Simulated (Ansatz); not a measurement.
**How far each method lies from full CI for HSiMg, doublet**

Geometry: a point of a breathe scan, not a stationary point.

```yaml
atoms:
  - { symbol: Si, position_ang: [0.0000, -0.0827, 1.5140] }
  - { symbol: Mg, position_ang: [0.0000, 0.0167, -1.7962] }
  - { symbol: H, position_ang: [0.0000, 1.9014, 1.1257] }
```

Basis 6-31G; Ansatz 0.2.0. Only valence electrons are correlated (noble-gas cores frozen), which leaves 7 electrons in 18 orbitals. R marks a restricted (for open shells ROHF) determinant, U an unrestricted one. Active spaces: pair = (3e, 3o) about the gap; valence = (7e, 9o) chosen from the atoms' valence shells. The metal's outer-core shells are frozen, which leaves out core–valence correlation.

Full CI is exact within this basis and frozen core; it isn't the basis-set limit. The frozen core follows each run's orbitals, which can shift R against U totals by a few meV.

Unrestricted rows (U) aren't spin-pure: their determinants' ⟨S²⟩ exceeds S(S+1) by up to 0.54, so they mix in states of higher spin. For open shells CISD and CISDTQ are restricted-active-space CI with the open shells as a complete middle space.

The UHF ⟨S²⟩ is 1.285, the T1 diagnostic (RCCSD) is 0.0301 and the largest doubles amplitude (RCCSD) is 0.153. The T1 diagnostic (UCCSD) is 0.0970.

| level | E − E(full CI) (mEh) | share of correlation (%) | wall time |
| --- | --- | --- | --- |
| RHF | 94.09 | 0.00 | – |
| UHF | 87.13 | 7.40 | – |
| RMP2 | 34.93 | 62.88 | – |
| UMP2 | 40.60 | 56.86 | – |
| CISD | 9.34 | 90.07 | 0.63 s |
| RCCSD | 2.66 | 97.17 | – |
| UCCSD | 3.31 | 96.48 | – |
| RCCSD(T) | 0.85 | 99.10 | 2.5 s |
| UCCSD(T) | 1.21 | 98.71 | 4.8 s |
| BCCD(T) | 0.89 | 99.05 | 2.5 s |
| RCCSDT | 0.15 | 99.84 | – |
| UCCSDT | 0.20 | 99.79 | – |
| CISDTQ | 0.31 | 99.67 | 3.5 s |
| RCCSDT(Q) | 0.05 | 99.95 | 5.5 s |
| UCCSDT(Q) | 0.03 | 99.97 | 8.5 s |
| RCCSDTQ | 0.00 | 100.00 | 23 s |
| UCCSDTQ | 0.01 | 99.99 | 28 s |
| CASSCF (pair space) | 66.01 | 29.84 | – |
| NEVPT2 (pair space) | 25.11 | 73.31 | 0.81 s |
| MRCISD (pair space) | 4.56 | 95.16 | – |
| MRCISD+Q (pair space) | -2.38 | 102.53 | 1.1 s |
| CASSCF (valence space) | 18.45 | 80.39 | – |
| NEVPT2 (valence space) | 5.64 | 94.00 | 2.8 s |
| MRCISD (valence space) | 0.59 | 99.37 | – |
| MRCISD+Q (valence space) | 0.27 | 99.71 | 4.1 s |

The correlation energy at full CI, counted from RHF, is -2.560 eV. That run took 16 s on 1 thread of Arm Neoverse V1, shared host over 1,247,040 determinants.

Times hold each run's SCF and search for its determinant on a shared host, so for small cases they say little of a method's own cost; they ran on 1 thread of Arm Neoverse V1.

Not variational, and here over 5 meV under the exact energy: MRCISD+Q (pair space).

The full-CI state has the irrep A'' of Cs, in the program's axes.

Natural occupations of full CI about the gap: 1.955 1.897 1.831 0.992 0.103 0.096 0.040 0.036 0.026 0.007; effectively unpaired electrons, Σ n²(2−n)², 1.23.
